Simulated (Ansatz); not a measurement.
## PSi (charge +1): a ladder of basis sets, step by step

Program: the Ansatz DFT code, driven from Python.

The cells in order, each with its output:

**Cell 1**
```python
import ansatz as az
```

**Cell 2**
```python
geometry = (
    az.Crystal.molecule()
    .atom('Si', (0.0, 0.0, 0.0))
    .atom('P', (0.0, 0.0, 2.28))
)
```

**Cell 3**
```python
calculation = (
    geometry.calculation()
    .functional('hf')
    .charge(1)  # electrons removed from the neutral system
    .spin('collinear', total=2)  # two spin channels
)
```

**Cell 4**
```python
energies = {}
for basis in ['cc-pVDZ', 'cc-pVTZ']:
    r = calculation.basis(gaussian=basis).run(threads=1).report
    size = r['n_frozen'] + r['n_occupied'][0] + r['n_virtual'][0]
    energies[basis] = (r['reference_energy_ev'] / 27.211386246, r['free_energy_ev'] / 27.211386246)
    print(f'{basis:14s} {size:4d} orbitals  reference {energies[basis][0]:14.6f} Ha  total {energies[basis][1]:14.6f} Ha')
```
Output:
```text
cc-pVDZ          36 orbitals  reference    -629.326839 Ha  total    -629.326839 Ha
cc-pVTZ          68 orbitals  reference    -629.347859 Ha  total    -629.347859 Ha
```

**Cell 5**
```python
last = energies['cc-pVTZ'][1]
for basis, (_, total) in energies.items():
    print(f'{basis:14s} lies {27.211386 * (total - last):9.4f} eV above cc-pVTZ')
```
Output:
```text
cc-pVDZ        lies    0.5720 eV above cc-pVTZ
cc-pVTZ        lies    0.0000 eV above cc-pVTZ
```

Against cc-pVDZ: cc-pVTZ -21.0 mHa. The last step alone is -21.02 mHa. From the first set to the last the time grows from 1.7 to 6.2 s.

Reading the output:
- The drop along the ladder measures the basis error, and is no property of the molecule.
- The geometry is a force-field or estimated start, not a minimum of this method, and the last set is no limit. Much of the fall in a total is atomic energy, which cancels in bond and reaction energies.
- The run takes the species as open-shell (spin multiplicity 3), which needn't be its ground state.
- For Al to Cl the sets with a tight d function, cc-pV(X+d)Z, are usual.
- The spin state was assumed, and another may lie lower.
- The whole script took 8.4 s on 1 thread of Intel(R) Xeon(R) Platinum 8259CL CPU @ 2.50GHz (Skylake/Cascade Lake) (shared host), peak memory 0.22 GiB.
